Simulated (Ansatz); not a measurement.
# NH3S (triplet): wave-function methods side by side at distance N1–H4 along a hydrogen transfer = 1.352 Å, cc-pVDZ

How much of the correlation energy of NH3S (triplet) does each wave-function method recover here?

The runs use Ansatz 0.2.0, Gaussian basis; cc-pVDZ, core rule «outside noble gas», up to 6 orbitals frozen.

The runs, in order: UHF; CCSD(T) on ROHF; CCSD(T) on UHF; BCCD(T) on ROHF; CISD; CCSDT(Q) on ROHF; CCSDT(Q) on UHF; CASSCF and MRCISD+Q, 4 electrons in 4 orbitals; CASSCF and NEVPT2, 4 electrons in 4 orbitals; CASSCF and NEVPT2, 14 electrons in 11 orbitals.

7 further runs of the same task are left out: 7 that didn't finish.

### 1 The system

The geometry derives from fragments relaxed apart (PBE0/def2-TZVP) and kept rigid, so it is no stationary point. A hydrogen atom is moved between rigid fragments.

5 atoms, charge 0, spin multiplicity 3.

Atoms are counted from 1 here; the program's logs count them from 0.

Bond lengths: N1–H2 1.012 Å, N1–H3 1.012 Å, H4–S5 1.380 Å. Angles: H2–N1–H3 107.1°.

### 2 UHF

in.yaml

```yaml
crystal:
  periodic: [false, false, false]
  atoms:
    - {symbol: N, position_ang: [-1.799859, -0.011611, -0.018072]}
    - {symbol: H, position_ang: [-2.097139, 0.956222, -0.018071]}
    - {symbol: H, position_ang: [-2.097139, -0.413910, 0.862188]}
    - {symbol: H, position_ang: [-0.447859, -0.011611, -0.018072]}
    - {symbol: S, position_ang: [0.932141, -0.011610, -0.018072]}
basis:
  gaussian: {orbitals: cc-pVDZ}
magnetization: {spin_polarized: true, initial_magnetization: 2}
hamiltonian: {xc: hf}
output: {orbitals: {seedname: orbitals}}
```

Started as:

```console
$ ansatz run in.yaml --threads 1 --pin off --events-out ev --progress --plain --max-ram 2393MiB
```

The runs that follow: CCSD(T) on ROHF; CCSD(T) on UHF; BCCD(T) on ROHF; CISD; CCSDT(Q) on ROHF; CCSDT(Q) on UHF; CASSCF and MRCISD+Q, 4 electrons in 4 orbitals; CASSCF and NEVPT2, 4 electrons in 4 orbitals; CASSCF and NEVPT2, 14 electrons in 11 orbitals.

**Question.** What will the summary of the whole plan be? Wanted: UCCSDT(Q) below the RHF energy; RMP2 from UCCSDT(Q); UMP2 from UCCSDT(Q); RCCSD from UCCSDT(Q); RCCSD(T) from UCCSDT(Q); UCCSD(T) from UCCSDT(Q); RCCSDT(Q) from UCCSDT(Q); NEVPT2 pair from UCCSDT(Q); MRCISD+Q pair from UCCSDT(Q).

The runs gave:

| quantity | value |
| --- | --- |
| UCCSDT(Q) below the RHF energy | -9.0325 eV |
| RMP2 from UCCSDT(Q) | +1269.9 meV |
| UMP2 from UCCSDT(Q) | +1280.4 meV |
| RCCSD from UCCSDT(Q) | +244.2 meV |
| RCCSD(T) from UCCSDT(Q) | +42.7 meV |
| UCCSD(T) from UCCSDT(Q) | +42.0 meV |
| RCCSDT(Q) from UCCSDT(Q) | +0.8 meV |
| NEVPT2 pair from UCCSDT(Q) | +1183.6 meV |
| MRCISD+Q pair from UCCSDT(Q) | +121.4 meV |
| NEVPT2 valence from UCCSDT(Q) | +1416.4 meV |
| levels within 1 kcal/mol (43 meV) | RCCSD(T), UCCSD(T), BCCD(T), RCCSDT, UCCSDT, RCCSDT(Q) |
| T1 diagnostic | 0.036 |
| effectively unpaired electrons | 2.02 |

RCCSD(T) misses by +42.7 meV, 0.5 % of the correlation energy. One determinant dominates. Of the multireference levels listed MRCISD+Q pair comes nearest in total energy (+121.4 meV), which doesn't show that its space is the better one. These misses are within one basis, not against nature; the frozen cores of restricted and unrestricted runs differ, which can shift their rows.
